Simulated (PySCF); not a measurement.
C₄H₇Cl.
Atom-mapped SMILES: `[CH3:1]/[CH:2]=[C:3](/[CH3:4])[Cl:5]` (hydrogens: H6, H7, H8 on C1; H9 on C2; H10, H11, H12 on C4)

The same species was optimised twice, with GFN2-xTB and with PBE0-D3(BJ)/def2-SVP (PySCF), and the same property calculations (PySCF, gas phase) were run on both structures.

```
    coordinate  GFN2-xTB  PBE0-D3(BJ)/def2-SVP  change
     C2–H9 (Å)     1.082                 1.096  +0.014
     C2=C3 (Å)     1.324                 1.337  +0.013
     C1–H7 (Å)     1.090                 1.103  +0.013
     C1–H8 (Å)     1.090                 1.103  +0.013
    C4–H12 (Å)     1.087                 1.099  +0.012
    C4–H11 (Å)     1.089                 1.102  +0.013
    C4–H10 (Å)     1.089                 1.102  +0.013
     C1–H6 (Å)     1.086                 1.098  +0.012
    C3–Cl5 (Å)     1.742                 1.750  +0.008
     C1–C2 (Å)     1.491                 1.488  -0.003
     C3–C4 (Å)     1.492                 1.491  -0.001
  C3–C2–H9 (°)     117.5                 115.2    -2.3
  C1–C2–H9 (°)     115.7                 117.2    +1.5
  H7–C1–H8 (°)     107.7                 106.6    -1.1
  C2–C1–H8 (°)     110.0                 110.9    +0.9
  C2–C1–H7 (°)     110.0                 110.9    +0.9
  C1–C2–C3 (°)     126.8                 127.6    +0.8
H10–C4–H11 (°)     107.8                 107.1    -0.7
 C3–C4–H11 (°)     110.3                 110.8    +0.5
```

Rotational constants: A = 4981, B = 3404, C = 2074 MHz (GFN2-xTB) against A = 4948, B = 3353, C = 2050 MHz (PBE0-D3(BJ)/def2-SVP). Point groups within 0.08 Å: Cs and Cs.

On the GFN2-xTB structure: HOMO (eV) -6.97 [PBE0/pcSseg-1]; LUMO (eV) 0.41 [PBE0/pcSseg-1]; dipole (D) 1.69 [PBE0/pcSseg-1]; GIAO shielding of C1 (ppm) 169.0 [PBE0/pcSseg-1]; GIAO shielding of C2 (ppm) 58.6 [PBE0/pcSseg-1]; GIAO shielding of C3 (ppm) 43.9 [PBE0/pcSseg-1]; GIAO shielding of C4 (ppm) 157.7 [PBE0/pcSseg-1]; GIAO shielding of Cl5 (ppm) 733.6 [PBE0/pcSseg-1].

Question: What do these properties become on the PBE0-D3(BJ)/def2-SVP structure?

Answer: 
| property | level | on GFN2-xTB | on PBE0-D3(BJ)/def2-SVP | change |
| --- | --- | --- | --- | --- |
| HOMO (eV) | PBE0/pcSseg-1 | -6.97 | -6.95 | +0.02 |
| LUMO (eV) | PBE0/pcSseg-1 | 0.41 | 0.29 | -0.12 |
| dipole (D) | PBE0/pcSseg-1 | 1.69 | 1.70 | +0.01 |
| energy, GFN2-xTB geometry as zero (kcal/mol) | PBE0/pcSseg-1 | 0.0 | -0.3 | -0.3 |
| GIAO shielding of C1 (ppm) | PBE0/pcSseg-1 | 169.0 | 167.7 | -1.3 |
| GIAO shielding of C2 (ppm) | PBE0/pcSseg-1 | 58.6 | 56.0 | -2.6 |
| GIAO shielding of C3 (ppm) | PBE0/pcSseg-1 | 43.9 | 41.2 | -2.7 |
| GIAO shielding of C4 (ppm) | PBE0/pcSseg-1 | 157.7 | 155.8 | -1.9 |
| GIAO shielding of Cl5 (ppm) | PBE0/pcSseg-1 | 733.6 | 728.7 | -4.9 |

The heavy atoms differ by 0.010 Å rms after alignment. Among all bonds C1–H7, C1–H8, C2=C3, C2–H9, C4–H10 and C4–H11 change most and about equally (+0.013 to +0.014 Å). Changes are differences of the printed values. Neither structure is proved a minimum here.
